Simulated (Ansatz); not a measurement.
Ge (model structure, started from the omega type, P6/mmm, No. 191, 3 atoms in the cell): properties by level of theory

```
level (code)         lattice constant a (Å)  c axis length (Å)
-------------------  ----------------------  -----------------
PBE (Ansatz)                          4.802              2.900
PBEsol (Ansatz)                       4.722              2.846
PBE-D3(BJ) (Ansatz)                   4.735              2.853
```

Caveats: a distance lies near a switch of the dispersion term, which can move the cell (PBE-D3(BJ)). Ansatz's density-functional and Hartree–Fock values are scalar-relativistic unless marked +SOC, with PAW data made under PBE.

The computed numbers hold no vibrational or temperature effects.

A model structure was made by putting elements into a prototype or built by hand; it is no filed structure, need not be a known phase, and can be a saddle point held by its symmetry.

Ansatz is a program for electronic structure.
